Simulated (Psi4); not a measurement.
# SO2 (sulfur dioxide): wB97M-V/aug-cc-pVTZ (sweep point 9)

Aim: the energy change on altering one bond length of SO2 (sulfur dioxide) at wB97M-V/aug-cc-pVTZ (sweep point 9), from 2 runs. 

The calculation is run with Psi4 1.11.

## (1) The structure to begin with

SO2 has 3 atoms, charge 0, and is taken as a singlet. As SMILES, `O=S=O`. The coordinates come from a GFN2-xTB relaxation.

Bond lengths: O1–S2 1.434 Å, S2–O3 1.434 Å. Angles: O1–S2–O3 116.4°.

## (2) A single-point energy at wB97M-V/aug-cc-pVTZ (sweep point 9)

The input, job.py:

```python
import psi4

psi4.set_memory('1600 MB')
psi4.set_num_threads(1)
psi4.core.set_output_file('o2s.out', False)

molecule = psi4.geometry("""
O     -0.970250     0.629650    -0.459050
S      0.280030     0.371410     0.194090
O      0.690220    -1.001060     0.264960
symmetry c1
""")

psi4.set_options(dict(basis='aug-cc-pVTZ', puream=True, scf_type='pk', dft_radial_points=99, dft_spherical_points=590))

E = psi4.energy("wb97m-v")
print('E =', round(E, 9))
for k, v in sorted(psi4.core.scalar_variables().items()):
    print(f'{k:45s} {v:18.10f}')
```

Command:

```console
$ python job.py
```

o2s.out:

```text
[...]
  Running in c1 symmetry.
[...]
  Nuclear repulsion =  108.356578885425023
[...]
  Multiplicity = 1
[...]
  Nalpha       = 16
  Nbeta        = 16
[...]
    Number of basis functions: 142
[...]
   @RKS iter   1:  -548.44294989707066    8.01887e-03   5.21586e-03 DIIS/ADIIS
[...]
   @RKS iter   8:  -548.64208522840261   -1.82640e-07   6.06258e-07 DIIS
[...]
    Orbital Energies [Eh]
    ---------------------
    Doubly Occupied:
       1A    -89.401000     2A    -19.395010     3A    -19.394982
       4A     -8.296989     5A     -6.207536     6A     -6.205170
       7A     -6.201186     8A     -1.284631     9A     -1.185754
      10A     -0.762167    11A     -0.612391    12A     -0.612067
      13A     -0.607450    14A     -0.478126    15A     -0.467309
      16A     -0.442715
[...]
  @RKS Final Energy:  -548.64208522840261
   => Energetics <=
    Nuclear Repulsion Energy =            108.3565788854250229
    One-Electron Energy =                -970.6107782325725566
    Two-Electron Energy =                 345.8505840116777108
    DFT Exchange-Correlation Energy =     -32.3709896029811333
    Empirical Dispersion Energy =           0.0000000000000000
    VV10 Nonlocal Energy =                  0.1325197100483545
    Total Energy =                       -548.6420852284026068
[...]
 Multipole Moments:
 ------------------------------------------------------------------------------------
     Multipole            Electronic (a.u.)      Nuclear  (a.u.)        Total (a.u.)
 ------------------------------------------------------------------------------------
 L = 1.  Multiply by 2.5417464519 to convert [e a0] to [Debye]
 Dipole X            :          0.5015071            0.0042658            0.5057729
 Dipole Y            :          0.5528210            0.0046990            0.5575200
 Dipole Z            :         -0.0000000            0.0000000           -0.0000000
 Magnitude           :                                                    0.7527514
[...]
```

On the terminal:

```text
E = -548.642085228
CURRENT ENERGY                                   -548.6420852284
CURRENT REFERENCE ENERGY                         -548.6420852284
DD SOLVATION ENERGY                                 0.0000000000
DFT FUNCTIONAL TOTAL ENERGY                      -548.6420852284
DFT TOTAL ENERGY                                 -548.6420852284
DFT VV10 ENERGY                                     0.1325197100
DFT XC ENERGY                                     -32.3709896030
GRID ELECTRONS ALPHA                               16.0000002252
GRID ELECTRONS BETA                                16.0000002252
GRID ELECTRONS TOTAL                               32.0000004504
NUCLEAR REPULSION ENERGY                          108.3565788854
ONE-ELECTRON ENERGY                              -970.6107782326
PCM POLARIZATION ENERGY                             0.0000000000
PE ENERGY                                           0.0000000000
SCF ITERATION ENERGY                             -548.6420852284
SCF ITERATIONS                                      8.0000000000
SCF TOTAL ENERGY                                 -548.6420852284
TWO-ELECTRON ENERGY                               345.8505840117
XC GRID RADIAL POINTS                              99.0000000000
XC GRID SPHERICAL POINTS                          590.0000000000
XC GRID TOTAL POINTS                           171583.0000000000
```

It took 74 s on 1 thread of Intel Xeon Platinum 8375C at 2.90GHz (Ice Lake), shared host; peak memory 1.3 GiB.

## (3) The distorted shape at the same level

The input, run.py:

```python
import psi4

psi4.set_memory(1600000000)
psi4.set_num_threads(1)
psi4.set_output_file('o2s.out', False)

m = psi4.geometry("""
0 1
O     -1.298409     1.727651    -0.515747
S     -0.048129     1.469411     0.137393
O      0.690220    -1.001060     0.264960
symmetry c1
""")

options = {'puream': True, 'scf_type': 'pk', 'dft_radial_points': 99, 'dft_spherical_points': 590}
psi4.set_options(options)

E, wfn = psi4.energy("wb97m-v/aug-cc-pVTZ", molecule=m, return_wfn=True)
print('E =', round(E, 9))
for k, v in sorted(psi4.core.scalar_variables().items()):
    print(f'{k:45s} {v:18.10f}')
```

Command:

```console
$ python run.py
```

o2s.out:

```text
[...]
  Running in c1 symmetry.
[...]
  Nuclear repulsion =   83.243426766693247
[...]
  Multiplicity = 1
[...]
  Nalpha       = 16
  Nbeta        = 16
[...]
    Number of basis functions: 142
[...]
   @RKS iter   1:  -547.47961706795320    5.80379e-02   8.25999e-03 ADIIS/DIIS
[...]
   @RKS iter  17:  -548.37228678326153   -1.04536e-07   8.35975e-07 DIIS
[...]
    Orbital Energies [Eh]
    ---------------------
    Doubly Occupied:
       1A    -89.405403     2A    -19.475402     3A    -19.377798
       4A     -8.307866     5A     -6.220308     6A     -6.215620
       7A     -6.208761     8A     -1.297917     9A     -0.990330
      10A     -0.835126    11A     -0.618874    12A     -0.613608
      13A     -0.612034    14A     -0.389980    15A     -0.388422
      16A     -0.379490
[...]
  @RKS Final Energy:  -548.37228678326153
   => Energetics <=
    Nuclear Repulsion Energy =             83.2434267666932470
    One-Electron Energy =                -920.4112517596098542
    Two-Electron Energy =                 320.8052856220731428
    DFT Exchange-Correlation Energy =     -32.1441918987811874
    Empirical Dispersion Energy =           0.0000000000000000
    VV10 Nonlocal Energy =                  0.1344444863630755
    Total Energy =                       -548.3722867832615293
[...]
 Multipole Moments:
 ------------------------------------------------------------------------------------
     Multipole            Electronic (a.u.)      Nuclear  (a.u.)        Total (a.u.)
 ------------------------------------------------------------------------------------
 L = 1.  Multiply by 2.5417464519 to convert [e a0] to [Debye]
 Dipole X            :         -0.0715691            0.0029426           -0.0686265
 Dipole Y            :          1.5396543            0.0093295            1.5489839
 Dipole Z            :         -0.0000000           -0.0000000           -0.0000000
 Magnitude           :                                                    1.5505033
[...]
```

Standard output:

```text
E = -548.372286783
CURRENT ENERGY                                   -548.3722867833
CURRENT REFERENCE ENERGY                         -548.3722867833
DD SOLVATION ENERGY                                 0.0000000000
DFT FUNCTIONAL TOTAL ENERGY                      -548.3722867833
DFT TOTAL ENERGY                                 -548.3722867833
DFT VV10 ENERGY                                     0.1344444864
DFT XC ENERGY                                     -32.1441918988
GRID ELECTRONS ALPHA                               16.0000003923
GRID ELECTRONS BETA                                16.0000003923
GRID ELECTRONS TOTAL                               32.0000007846
NUCLEAR REPULSION ENERGY                           83.2434267667
ONE-ELECTRON ENERGY                              -920.4112517596
PCM POLARIZATION ENERGY                             0.0000000000
PE ENERGY                                           0.0000000000
SCF ITERATION ENERGY                             -548.3722867833
SCF ITERATIONS                                     17.0000000000
SCF TOTAL ENERGY                                 -548.3722867833
TWO-ELECTRON ENERGY                               320.8052856221
XC GRID RADIAL POINTS                              99.0000000000
XC GRID SPHERICAL POINTS                          590.0000000000
XC GRID TOTAL POINTS                           172087.0000000000
```

Wall time 2.1 min (1 thread of Intel Xeon Platinum 8375C at 2.90GHz (Ice Lake), shared host); peak memory 1.3 GiB.

## (4) What came out

At wB97M-V/aug-cc-pVTZ (sweep point 9):

```
                                                         quantity          value
                                        first shape: total energy  -548.64209 Eh
                                       first shape: dipole moment         1.91 D
                                         first shape: HOMO energy      -12.05 eV
                                         first shape: LUMO energy       -1.24 eV
                                       first shape: HOMO–LUMO gap       10.81 eV
                                    distorted shape: total energy  -548.37229 Eh
                                   distorted shape: dipole moment         3.94 D
                                     distorted shape: HOMO energy      -10.33 eV
                                     distorted shape: LUMO energy       -3.63 eV
                                   distorted shape: HOMO–LUMO gap        6.70 eV
energy change with the S2–O3 bond stretched from 1.434 to 2.582 Å       7.342 eV
```

What this shows: With the S2–O3 bond stretched from 1.434 to 2.582 Å the energy rises by 7.34 eV (708 kJ/mol). The first shape isn't relaxed at this level, so the change isn't measured from a minimum. A restricted reference can't describe the breaking bond well at this length.
